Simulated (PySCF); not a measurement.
Highest orbital energy against ionisation energy along group 13

Calculated with PySCF 2.14, no spin-orbit coupling. Each cell gives −ε(HOMO) / ΔSCF in eV; NIST values include spin-orbit coupling, (s) semi-empirical, (t) theoretical.

| species | UHF | LDA | PBE | PBE0 | r2SCAN | NIST (lowest levels) |
| --- | --- | --- | --- | --- | --- | --- |
| B (aug-cc-pVDZ, non-relativistic) | 8.635 / 8.043 | 4.097 / 8.651 | 4.168 / 8.693 | 5.370 / 8.663 | 4.579 / 8.771 | 8.298 |
| Al (aug-cc-pV(D+d)Z, non-relativistic) | 5.918 / 5.599 | 3.016 / 6.039 | 3.100 / 6.086 | 3.911 / 6.100 | 3.358 / 6.175 | 5.986 |
| Ga (aug-cc-pVDZ-PP with ECP10MDF, ECP) | 5.801 / 5.521 | 2.897 / 5.987 | 2.909 / 5.918 | 3.737 / 5.946 | 3.162 / 6.068 | 5.999 |
| In (aug-cc-pVDZ-PP with ECP28MDF, ECP) | 5.457 / 5.203 | 2.849 / 5.707 | 2.815 / 5.580 | 3.583 / 5.607 | 3.048 / 5.698 | 5.786 |
| Tl (aug-cc-pVDZ-PP with ECP60MDF, ECP) | 5.217 / 4.999 | 2.760 / 5.577 | 2.684 / 5.413 | 3.422 / 5.427 | 2.900 / 5.486 | 6.108 |

Q: How far is −ε(HOMO) from ΔSCF on average for each method, and why?

A: UHF 0.33 eV; LDA -3.27 eV; PBE -3.20 eV; PBE0 -2.34 eV; r2SCAN -3.03 eV. Hartree-Fock orbital energies lack relaxation and so exceed the ΔSCF value; semilocal functionals have convex E(N) from self-interaction, so their HOMO lies far too high; exact exchange moves hybrids part of the way back.
